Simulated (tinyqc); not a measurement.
Stretching all distances: RHF, UHF, MP2, CISD and CCSD against full CI in the sto-6g basis, for BH, spin multiplicity 1. Computed by the program tinyqc with PySCF. All coordinates are multiplied by the scale. c0^2 is the weight of the RHF determinant in the lowest singlet FCI state (UHF is spin-contaminated and may lie near states of higher spin) and n(LUMO) the first natural occupation beyond the occupied space.

Geometry (angstrom):
```
atom       x       y       z
B     0.0000  0.0000  0.0000
H     0.0000  0.0000  1.1470
```

Full CI energy (hartree) and errors against it (kcal/mol):
```
scale   distance 1-2 (angstrom)      E(FCI)       RHF      UHF      MP2     CISD     CCSD  <S^2> UHF    c0^2  n(LUMO)
0.9200                   1.0552  -25.039883   33.2621  23.1546  16.6803   0.9179   0.1230     0.6071  0.9130   0.0807
1.1800                   1.3535  -25.054507   39.2185  32.8325  18.9328   1.4405   0.1030     0.5065  0.9102   0.0727
1.4500                   1.6631  -25.016272   50.0862  46.1697  23.8445   2.5507   0.1095     0.4155  0.8883   0.0895
1.7100                   1.9614  -24.973785   65.3344  50.4042  31.1560   4.3396   0.1026     0.7162  0.8398   0.1933
1.9800                   2.2711  -24.940237   85.6802  40.4180  40.7588   6.9794   0.0731     0.8404  0.7559   0.3599
2.2400                   2.5693  -24.921347  107.5241  32.6030  49.6467   9.8147   0.0338     0.9391  0.6587   0.5453
2.5100                   2.8790  -24.912079  129.0499  28.4262  55.0036  12.3190   0.0031     0.9787  0.5706   0.7120
2.7700                   3.1772  -24.908468  146.2431  26.7431  54.3955  14.0033  -0.0086     0.9925  0.5115   0.8253
```

What does the comparison show, and why?

UHF lies below RHF over the whole range. The weight c0^2 goes from 0.91 to 0.51 and n(LUMO) from 0.08 to 0.83: static correlation grows as the bonds break into open-shell fragments. The spread of the error along the curve, which distorts its shape, is CCSD 0.1, CISD 13.1, UHF 27.2, MP2 38.3, RHF 113.0 kcal/mol.
